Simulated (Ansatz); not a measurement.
Compare A (`C=C=CCO`) with its isomer B (`C=C(C)C=O`).

Computed with Ansatz on PBE0-D4/def2-TZVP structures; ΔE is electronic, products minus reactants. CCSD(T)/CBS is the MP2 limit (def2-TZVPP, def2-QZVPP) plus CCSD(T) − MP2 in def2-TZVPP, frozen cores. Functionals use def2-TZVPP. B3LYP here is the variant with VWN-RPA as its local correlation; programs differ in this. Each species was taken in one conformer, which may not be the lowest.

Which isomer does CCSD(T)/CBS put lower? Give the gap. (An estimate is asked.)

Computed: B, by 117.2 kJ/mol.

Give E(B) − E(A) in kJ/mol with B3LYP-D4, CCSD/def2-TZVPP, B3LYP, LDA (SPW92), BLYP-D4, MP2/def2-TZVPP, B2PLYP. (Best estimate.)

Computed: B3LYP-D4 -117.8, CCSD/def2-TZVPP -119.4, B3LYP -114.6, LDA (SPW92) -109.1, BLYP-D4 -118.1, MP2/def2-TZVPP -125.9, B2PLYP -120.8. None reverses the order clearly.

Does the order hold for the free energy at 298.15 K (harmonic terms from PBE0-D4)? (Estimate.)

Ansatz gave: Yes: G(B) − G(A) = -116.2 kJ/mol, for one conformer each.

Largest T1 diagnostic: 0.014.

Leaving LDA and LC-ωPBE aside and taking each functional with its dispersion term where it has one, the values, not all of them listed here, spread over 7.7 kJ/mol, from B97M-V to ωB97M-V. LDA lies +5.1 kJ/mol from PBE without D4. At CCSD(T), def2-SVP lies −24.8 kJ/mol from the extrapolated value and def2-TZVPP −4.2 kJ/mol.
